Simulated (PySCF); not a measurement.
Where the electron goes

Compound: methyl acrylate, C4H6O2.
Numbering: `[CH2:1]=[CH:2][C:3](=[O:4])[O:5][CH3:6]` (hydrogens: H7, H8 on C1; H9 on C2; H10, H11, H12 on C6)

Geometry (GFN2-xTB, Å), atoms numbered from 1 in this order:
```xyz
12
C4H6O2 angstrom
C      2.4712   -0.3573    0.1855
C      1.2215   -0.7583    0.0052
C      0.0934    0.1943    0.0851
O      0.1847    1.3753    0.3090
O     -1.0755   -0.4321   -0.1263
C     -2.2379    0.3799   -0.0740
H      2.6816    0.6792    0.3945
H      3.3077   -1.0328    0.1317
H      0.9525   -1.7818   -0.2068
H     -2.3330    0.8441    0.9099
H     -2.1852    1.1682   -0.8280
H     -3.0798   -0.2796   -0.2678
```

Level of theory: TDDFT CAM-B3LYP/def2-SVPD, vertical, gas phase, core orbitals frozen in the response (PySCF 2.14.0, density-fitted response routines).

Frontier orbitals with the atoms that hold most of them (Löwdin shares over 4%, at most four atoms):

```tsv
orbital	ε (eV)	atoms
LUMO+2	1.86	C1 32%, H8 19%, C6 8%, H7 8%
LUMO+1	1.35	C6 27%, C3 14%, O5 10%, H12 9%
LUMO	-0.29	C1 29%, C2 21%, C3 17%, O4 13%
HOMO	-9.69	O4 63%, O5 10%, C2 10%, C3 8%
HOMO-1	-9.69	C2 35%, C1 33%, O4 14%, C3 7%
HOMO-2	-10.34	O5 46%, O4 24%, C6 11%, C3 7%
HOMO-3	-11.77	O5 38%, C6 19%, O4 11%, C3 7%
```

Within 0.005 eV of a neighbour in this list lie HOMO-1/HOMO (point group found: Cs); within a degenerate set the shares of single atoms can hang on how the components are chosen.

**Question.** The HOMO–LUMO gap is 9.39 eV. Where does the response calculation put the lowest singlet, and from which orbitals?

**Answer.** S1 is at 5.12 eV (f = 0.0001), 4.27 eV below the gap, made of HOMO→LUMO (87%). 

**Question.** Give energy, strength and leading configuration of S3 and S8, and follow the Löwdin shares of the leading atoms from the occupied to the empty orbital.

**Answer.** 
- S3 (7.07 eV, f 0.151), HOMO-2→LUMO (95%): O5 46% → at most 13%, O4 24% → 13%, C1 at most 8% → 29%, C2 at most 8% → 21%
- S8 (8.55 eV, f 0.020), HOMO-2→LUMO+1 (86%): O5 46% → 10%, O4 24% → at most 10%, C6 11% → 27%, C3 7% → 14%

Löwdin shares depend on the basis, the more so with diffuse functions.

On one thread, Arm Neoverse V1, on a shared host, this took 25 s.

One conformer stands for the species.
